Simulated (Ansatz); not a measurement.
C₃H₂FNO, SMILES Fc1cnco1, a single point in a Gaussian basis

Computed with the Python package of Ansatz (0.2.0).

Run as a notebook:

In [1]:
```python
from dataclasses import dataclass
import warnings

import ansatz as az
import numpy as np
```

In [2]:
```python
@dataclass
class Options:
    basis_set: str = "def2-SVP"
    functional: str = "pbe0"
    vdw: str = "d3bj"
```

In [3]:
```python
cfg = Options()
```

In [4]:
```python
warnings.simplefilter("ignore", az.DeckWarning)
```

In [5]:
```python
geometry_ang = [
    ("F", (2.1799, -0.3547, -0.6923)),
    ("C", (0.888, -0.2035, -0.3129)),
    ("C", (0.3573, 0.8626, 0.3687)),
    ("N", (-0.9571, 0.6386, 0.5568)),
    ("C", (-1.1631, -0.5635, -0.0248)),
    ("O", (-0.0656, -1.0675, -0.5438)),
    ("H", (0.8868, 1.7433, 0.7068)),
    ("H", (-2.1261, -1.0552, -0.0585)),
]
system = az.Crystal.molecule()
for symbol, xyz in geometry_ang:
    system = system.atom(symbol, xyz)

base = (
    system.calculation()
    .basis(gaussian=cfg.basis_set)
    .functional(cfg.functional, dispersion=cfg.vdw)
    .forces()
)
rep = base.session().plan(threads=1).execute().report
```

In [6]:
```python
print(f"E = {rep['free_energy_ev']:.6f} eV = {rep['free_energy_ev'] / 27.211386246:.7f} Ha")
print("converged:", rep["converged"], " doubts:", rep["published_state_doubts"] or "none")

field = rep["mean_field"]
print("<S^2> =", round(abs(field["state"]["spin_squared"]), 4), " relativity:", field["relativity"])
print("passes:", field["passes"])
if "symmetry" in field:
    print("occupied orbitals by irrep:", field["symmetry"]["occupied"])
```
```text
E = -9378.981386 eV = -344.6712086 Ha
converged: True  doubts: none
<S^2> = 0.0  relativity: none
passes: {'evaluations': 16, 'products': 12}
occupied orbitals by irrep: [{'A': 22}, {'A': 22}]
```

In [7]:
```python
symbols = [site.symbol for site in system.cartesian_sites]
forces = np.array(rep["forces_ev_ang"])
print("largest force", round(float(np.linalg.norm(forces, axis=1).max()), 4), "eV/A, rms", round(float(np.sqrt((forces ** 2).mean())), 4))
```
```text
largest force 4.1731 eV/A, rms 1.4601
```

In [8]:
```python
charges = rep["charge_distribution"]
dipole = np.array(charges["dipole_moment_e_ang"]) * 4.803205
print("dipole (D): {:.3f} {:.3f} {:.3f}, length {:.3f}".format(*dipole, np.linalg.norm(dipole)))
print("atom  Mulliken   Lowdin")
for symbol, m, l in zip(symbols, charges["mulliken_charges_e"], charges["lowdin_charges_e"]):
    print(f"{symbol:4s} {m:9.3f} {l:8.3f}")
```
```text
dipole (D): -0.110 -0.876 -0.433, length 0.984
atom  Mulliken   Lowdin
F       -0.189    0.105
C        0.328   -0.210
C       -0.054   -0.143
N       -0.214    0.075
C        0.163   -0.132
O       -0.160    0.287
H        0.052    0.015
H        0.075    0.003
```

Total energies depend on the basis set; only differences at equal settings carry meaning. The geometry is a force-field or estimated start, not a minimum of this method, and the basis set is short of its limit. The Löwdin charges here are taken after orthogonalising the functions within each atom; they differ from plain Löwdin charges, and their signs can be unphysical. Timing: 3.9 s on 1 thread of Arm Neoverse V2, on a shared host, peak memory 0.25 GiB.

(Lines on the test bed's own set-up are left out of the output.)
